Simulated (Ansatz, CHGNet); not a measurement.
**How well does each level of theory give the cohesive energy of bcc V?**

Reference value: 5.34 eV/atom (measured, finite-temperature (and zero-point) corrections as in the cited sets; as tabulated in Jana et al. (2018), arXiv:1807.00350).

What do CHGNet 0.3.0, LDA, BLYP, PBE, PBE-D3(BJ), r²SCAN-D4, B3LYP (VWN-RPA form), HSE06, HSE06-D3(BJ), PBE0, r²SCAN0 give, and how far is each from the reference?


| level (code) | value (eV/atom) | cell (Å³/atom) | error (eV/atom) |
|---|---|---|---|
| CHGNet 0.3.0 | 4.89 | 13.45 | -0.45 |
| LDA (Ansatz) | 6.69 | 12.53 | +1.35 |
| BLYP (Ansatz) | 4.67 | 13.84 | -0.67 |
| PBE (Ansatz) | 5.39 | 13.46 | +0.05 |
| PBE-D3(BJ) (Ansatz) | 6.09 | 12.85 | +0.75 |
| r²SCAN-D4 (Ansatz) | 4.78 | 13.18 | -0.56 |
| B3LYP (VWN-RPA form) (Ansatz) | 3.34 | 13.31 | -2.00 |
| HSE06 (Ansatz) | 3.55 | 13.00 | -1.79 |
| HSE06-D3(BJ) (Ansatz) | 4.52 | 12.28 | -0.82 |
| PBE0 (Ansatz) | 3.52 | 12.99 | -1.82 |
| r²SCAN0 (Ansatz) | 2.97 | 12.93 | -2.37 |

Leaving aside CHGNet 0.3.0 (doubt noted below), BLYP (doubt noted below), PBE (doubt noted below), PBE-D3(BJ) (doubt noted below), B3LYP (VWN-RPA form) (doubt noted below), HSE06 (doubt noted below), HSE06-D3(BJ) (doubt noted below), PBE0 (doubt noted below), r²SCAN0 (doubt noted below): Closest of the ranked levels: r²SCAN-D4 (-0.56 eV/atom). Farthest off among them: LDA (+1.35 eV/atom). No ranked level lands within 0.1 eV/atom. Even the nearest is off by 0.56 eV/atom.

Free atoms are spin-polarised, in the lowest state found; at levels without +SOC their spin–orbit coupling is left out.  CHGNet 0.3.0: free atoms can lie outside what these potentials were trained on. BLYP, PBE, PBE-D3(BJ), B3LYP (VWN-RPA form), HSE06, HSE06-D3(BJ), PBE0, r²SCAN0: the free atom's electronic state is in doubt. Each level is taken at its own relaxed cell. Cutoffs and k meshes differ between the levels. Ansatz's density-functional and Hartree–Fock values are scalar-relativistic unless marked +SOC, with PAW data made under PBE.

Machine-learned potentials (CHGNet 0.3.0) are trained on DFT data: a solid inside that data is no test of them.

Differences are worked out from the printed values.

Ansatz is a program for electronic structure.
